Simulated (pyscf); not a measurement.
Single points on ωB97X-D3(BJ)/def2-SVP structures (PySCF, gas phase). MP2 and CC: frozen core, UHF for open shells. ΔMP2 is the change of the MP2 total energy from the triple- to the quadruple-zeta basis.

SMILES: [NH](N)[GaH2]
```xyz
8

N      0.4797    -0.7682     0.2984
N      0.4392     0.4860    -0.3426
Ga    -0.6653     1.8136     0.2273
H      0.2414    -1.5131    -0.3574
H      1.4195    -0.9622     0.6461
H      1.0681     0.5904    -1.1376
H     -1.5834     1.5417     1.4542
H     -0.5806     3.1412    -0.5993
```
Charge 0, spin multiplicity 1.

Question: How much does it cost (ΔH, 298 K, CCSD(T)/def2-TZVPP + ΔMP2(QZVPP)) to split H₂N–NH–GaH₂ at its N–N bond into NH₂• + •HN–GaH₂?

Answer: N–N to NH₂• + •HN–GaH₂: 70.8 kcal/mol. The radicals are drawn with the spin at the cut bond; how far it spreads was not checked. H₂N–NH–GaH₂ lies 50.5 kcal/mol over its isomer H₂N–GaH–NH₂, and others may lie lower still (electronic energy, ωB97M-D3(BJ)). •HN–GaH₂ lies 34.2 kcal/mol over its isomer [H₂N–GaH]•, and others may lie lower still (electronic energy, ωB97M-D3(BJ)). The CCSD(T) − MP2 part came from Ansatz, without density fitting, on the same reference. The frozen core leaves the outer d or s,p core shells of the metals and heavy elements correlated in the MP2 and CC values, and def2-TZVPP describes them poorly, which can shift differences by a few kcal/mol. Elements up to Kr have no core potential and no relativistic terms here.
